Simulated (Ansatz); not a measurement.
**[CH₃···H···H], doublet: transfer scan**

Starting geometry:

```yaml
atoms:
  - { symbol: C, position_ang: [-0.1390, 0.0000, 0.0000] }
  - { symbol: H, position_ang: [-0.5022, 1.0273, 0.0000] }
  - { symbol: H, position_ang: [-0.5022, -0.5137, 0.8897] }
  - { symbol: H, position_ang: [-0.5022, -0.5137, -0.8897] }
  - { symbol: H, position_ang: [0.9506, 0.0000, 0.0000] }
  - { symbol: H, position_ang: [2.2130, 0.0000, 0.0000] }
```

From there H5 is moved from one fragment to the other while all else, the fragments' distance too, stays fixed, so the hump isn't the reaction's barrier; atoms are numbered as listed. Energies are in eV, counted from the starting geometry at the same level.

Basis 6-31G; Ansatz 0.2.0. Correlated methods freeze the noble-gas cores. R marks a restricted (for open shells ROHF) determinant, U an unrestricted one. Active spaces: valence = (9e, 9o) chosen from the atoms' valence shells.

For open shells CISD is restricted-active-space CI with the open shells as a complete middle space. Runs in a small pair space aren't shown, since their orbitals change along the scan.

Full CI is exact within this basis and frozen core; it isn't the basis-set limit. The frozen core follows each run's orbitals, which can shift R against U totals by a few meV.

```tsv
distance C1-H5 (Å)	full CI	unpaired electrons (full CI)	error UMP2	error CISD	error RCCSD(T)	error RCCSDT	error CASSCF (valence space)	error MRCISD (valence space)
1.013	0.115	1.02	-0.021	-0.013	-0.001	0.000	-0.010	-0.001
1.090	0.000	1.02	0.000	0.000	0.000	0.000	0.000	0.000
1.164	0.061	1.02	0.029	0.016	0.001	0.000	0.013	0.001
1.237	0.196	1.03	0.069	0.035	0.001	0.000	0.029	0.002
1.311	0.337	1.03	0.116	0.054	0.002	0.001	0.045	0.002
1.385	0.429	1.03	0.155	0.062	0.002	0.001	0.061	0.003
1.459	0.451	1.03	0.167	0.061	0.003	0.000	0.074	0.005
1.533	0.431	1.03	0.156	0.041	0.002	0.000	0.085	0.006
1.607	0.437	1.02	0.137	0.020	0.001	0.000	0.093	0.008
```

Unpaired electrons are Σ n²(2−n)² over natural occupations. Errors are those of relative energies. In total energy the starting point itself misses full CI by: UMP2 0.595, CISD 0.191, RCCSD(T) 0.009, RCCSDT 0.003, CASSCF (valence space) 1.085, MRCISD (valence space) 0.022 eV.

Spread of the error over the points with a reference, to 1.607 Å (largest less smallest): RCCSDT 0.001, RCCSD(T) 0.003, MRCISD (valence space) 0.009, CISD 0.075, CASSCF (valence space) 0.103, UMP2 0.188 eV.
